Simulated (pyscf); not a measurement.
Structures and frequencies: ωB97X-D3(BJ)/def2-SVP in PySCF. Correlated levels are frozen-core, on RHF or UHF. ΔMP2 is the change of the MP2 total energy from the triple- to the quadruple-zeta basis.

Q: Estimate by transition-state theory (the high-pressure limit) the rate constant of H₂C=CH–CH(F)–F (SMILES C=CC(F)F) -> F–C:–F (SMILES F[C]F) [singlet] + H₂C=CH₂ (SMILES C=C) (singlet surface; C–C, C–H broken, C–H formed) at 900 K, with CCSD(T)/def2-TZVPP + ΔMP2(QZVPP) energies (ideal gas, 1 atm, RRHO with modes under 100 cm⁻¹ raised to 100, one conformer, R ln 2 for chiral ones without a mode under 150 cm⁻¹; no tunnelling).

A: The electronic barrier is 97.5 kcal/mol and the thermal terms add -6.1, so ΔG‡ = 91.4 kcal/mol. With k_BT/h = 1.88e+13 s⁻¹ and RT = 1.788 kcal/mol, k = 1.2e-09 s⁻¹, a half-life of 5.7e+08 s through this channel alone. Wigner's tunnelling factor for 1463i cm⁻¹ would be 1.23. A shift of 1 kcal/mol in the barrier changes k by a factor 1.7. This is the saddle that the search found; another between the same sides may lie lower. The CCSD(T) − MP2 part came from Ansatz, without density fitting, on the same reference.
